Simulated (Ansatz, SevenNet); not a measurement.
Lattice parameter c (Å) of solids drawn from the class of elemental solids other than molecular ones, at two levels: the machine-learned potential SevenNet-0 (trained on PBE and PBE+U data), and r²SCAN (Ansatz, a first-principles code, PAW).

| solid | SevenNet-0 | r²SCAN | shift (%) |
|---|---|---|---|
| hcp Ti | 4.697 | 4.638 | -1.26 |
| hcp Co | 4.013 | 4.019 | +0.15 |
| hcp Tc | 4.407 | 4.382 | -0.57 |
| hcp Tl | 5.783 | 5.570 | -3.68 |
| hcp Zn | 5.112 | 4.924 | -3.68 |
| white tin (β-Sn) | 3.245 | 3.187 | -1.79 |
| hcp Y | 5.848 | 5.699 | -2.55 |
| hcp Ru | 4.293 | 4.261 | -0.75 |
| hcp Os | 4.353 | 4.317 | -0.83 |
| hcp Mg | 5.210 | 5.152 | -1.11 |

The shifts run from -3.68 % to +0.15 %, with a median of -1.18 %.

Of 10 rows, r²SCAN is the larger in 1 and the smaller in 9.

Ansatz's runs of these crystals have no spin polarisation, but for hcp Co. Meta-GGAs and exact exchange favour moments, which can bear on hcp Ti, hcp Co, hcp Y.

Density-functional runs with spin start from parallel moments for hcp Co.

Spin–orbit coupling is left out, also for the solids with elements from indium on (hcp Tl, white tin (β-Sn), hcp Os); its size isn't shown.

Ansatz's density-functional and Hartree–Fock values are scalar-relativistic unless marked +SOC, with PAW data made under PBE.
